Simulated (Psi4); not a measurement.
**SiH2F− (SMILES F[SiH2-]): TDA-PBE/6-311++G(3df,3pd) (save jk yes, sweep point 9)**

We compute the vertical excitations of SiH2F−. 

Program for the calculation: Psi4 1.11.

7 further runs of the same task are left out: 7 set aside as unsound or not needed.

### Step 1. The structure to begin with

SiH2F− has 4 atoms, charge -1, and is taken as a singlet. As SMILES, `F[SiH2-]`. The shape is that of a GFN2-xTB optimisation.

Bond lengths: F1–Si2 1.722 Å, Si2–H3 1.529 Å, Si2–H4 1.529 Å. Angles: F1–Si2–H3 96.1°, F1–Si2–H4 96.1°, H3–Si2–H4 99.3°.

### Step 2. The vertical excitations at TDA-PBE/6-311++G(3df,3pd) (save jk yes, sweep point 9)

calc.inp reads:

```
memory 1600 MB

molecule m {
  -1 1
  F      1.224230     0.690850    -0.383870
  Si    -0.114010    -0.391590    -0.440070
  H     -1.185360     0.658330    -0.143280
  H      0.075140    -0.957590     0.967210
  symmetry c1
}

set globals {
  basis                6-311++G(3df,3pd)
  puream               true
  scf_type             pk
  dft_radial_points    99
  dft_spherical_points 590
  save_jk              true
}

from psi4.driver.procrouting.response.scf_response import tdscf_excitations
e_tot, wfn = energy('pbe', return_wfn=True)
states = tdscf_excitations(wfn, states=4, tda=True)
```

Launch:

```bash
$ psi4 calc.inp calc.out -n 1
```

calc.out:

```text
[...]
  Running in c1 symmetry.
[...]
  Nuclear repulsion =   52.569450630248966
[...]
  Multiplicity = 1
[...]
  Nalpha       = 13
  Nbeta        = 13
[...]
    Number of basis functions: 122
[...]
   @RKS iter   1:  -390.19323939164775   -3.18995e-01   5.24442e-03 DIIS/ADIIS
[...]
   @RKS iter   9:  -390.38319233603409   -3.96617e-08   4.11611e-07 DIIS
[...]
    Orbital Energies [Eh]
    ---------------------
    Doubly Occupied:
       1A    -65.173175     2A    -24.002071     3A     -4.825572
       4A     -3.239313     5A     -3.235570     6A     -3.232844
       7A     -0.829918     8A     -0.253625     9A     -0.154803
      10A     -0.145736    11A     -0.128472    12A     -0.061353
      13A      0.041580
[...]
  @RKS Final Energy:  -390.38319233603409
   => Energetics <=
    Nuclear Repulsion Energy =             52.5694506302489657
    One-Electron Energy =                -652.6699393609865183
    Two-Electron Energy =                 241.7558945689593202
    DFT Exchange-Correlation Energy =     -32.0385981742558386
    Empirical Dispersion Energy =           0.0000000000000000
    VV10 Nonlocal Energy =                  0.0000000000000000
    Total Energy =                       -390.3831923360340852
[...]
 Multipole Moments:
 ------------------------------------------------------------------------------------
     Multipole            Electronic (a.u.)      Nuclear  (a.u.)        Total (a.u.)
 ------------------------------------------------------------------------------------
 L = 1.  Multiply by 2.5417464519 to convert [e a0] to [Debye]
 Dipole X            :          3.0984119           -2.5669381            0.5314738
 Dipole Y            :          1.5233912           -0.9771519            0.5462393
 Dipole Z            :         -1.2975388            1.4902976            0.1927587
 Magnitude           :                                                    0.7861283
[...]
**********                               WARNING                                **********
**********       The names of excited state variables changed between 1.5       **********
[...]
**********                               WARNING                                **********
**********  Length-gauge rotatory strengths are **NOT** gauge-origin invariant  **********
[...]
                                    Excitation Energy         Total Energy        Oscillator Strength             Rotatory Strength
[...]
Excited State    1 (1 A):   0.09358 au   486.89 nm f = 0.0705
[...]
Excited State    2 (1 A):   0.09561 au   476.57 nm f = 0.1114
[...]
Excited State    3 (1 A):   0.11413 au   399.23 nm f = 0.0105
[...]
Excited State    4 (1 A):   0.12978 au   351.08 nm f = 0.1633
[...]
**********                               WARNING                                **********
**********       The names of excited state variables changed between 1.5       **********
[...]
```

Run time: 41 s. Hardware: 1 thread of AMD EPYC 7R43 (Zen 3), shared host; peak memory 0.75 GiB.

The roots found:

```csv
excited state,energy (eV),strength,label
1,2.546,0.0705,A 1
2,2.602,0.1114,A 1
3,3.106,0.0105,A 1
4,3.531,0.1633,A 1
```

### Step 3. Results

Level: TDA-PBE/6-311++G(3df,3pd) (save jk yes, sweep point 9).

```
                                             quantity          value
                    ground-state or mean-field energy  -390.38319 Eh
                 HOMO energy (PBE Kohn–Sham orbitals)        1.13 eV
                 LUMO energy (PBE Kohn–Sham orbitals)        3.59 eV
HOMO–LUMO gap (to an unbound level, set by the basis)        2.46 eV
                             lowest excitation energy        2.55 eV
```

**Reading.** The brightest of the 4 transitions from the ground state lies at 3.53 eV (351 nm, f = 0.163); the lowest, at 2.55 eV, has f = 0.071. The HOMO lies at positive energy, 1.13 eV, as semi-local functionals often give for anions: the electron is unbound at this level or held by a compact basis; values depend on the basis.
